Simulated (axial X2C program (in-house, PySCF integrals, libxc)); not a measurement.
## Which molecule has these constants?

Computed with an axial X2C code built on PySCF integrals, spin-free (one-electron X2C) or two-component (2c: spin–orbit coupling with atomic mean-field Coulomb and Gaunt terms, which also bring small scalar terms), in Dyall basis sets with cores contracted in-house; open shells are unrestricted.

A two-component PBE0 calculation in a Dyall 3-zeta basis gave Re = 1.314 Å, ωe = 2366.6 cm⁻¹, De = 0.64 eV, Ω = 1/2.

Problem. Which molecule is it?
A. NaH⁻
B. HCl⁻
C. PH⁻
D. MgH⁻
E. SiH⁻

Solution. B. The others have SiH⁻ 1.560 Å and 1851.7 cm⁻¹ (Ω = 1); PH⁻ 1.442 Å and 2265.5 cm⁻¹ (Ω = 3/2); NaH⁻ 1.995 Å and 948.5 cm⁻¹ (Ω = 1/2); MgH⁻ 1.871 Å and 1101.0 cm⁻¹ (Ω = 0).

Each entry is the lowest single determinant of a limited PBE0 search at one distance. De goes to single-determinant-based atoms at the same level (for ions the charge split of lowest energy) and is withheld (n/a) where an atom does not fit its ground term or J level. Main or longest-lived isotopes. One determinant is a doubtful description, or other states lie close, for SiH⁻; these need not be ground states, and all values refer to the states named. Some open-shell Ω = 0 determinants are out of reach, so the Ω given for SiH⁻ need not be the lowest component. With several unpaired electrons the Ω given is that of one determinant, not necessarily of the lowest component. Some light 2c atoms are not at their ground J level, so De misses part of their lowering (0.04 eV or less). The functionals have no current term, which raises determinants with orbital currents.
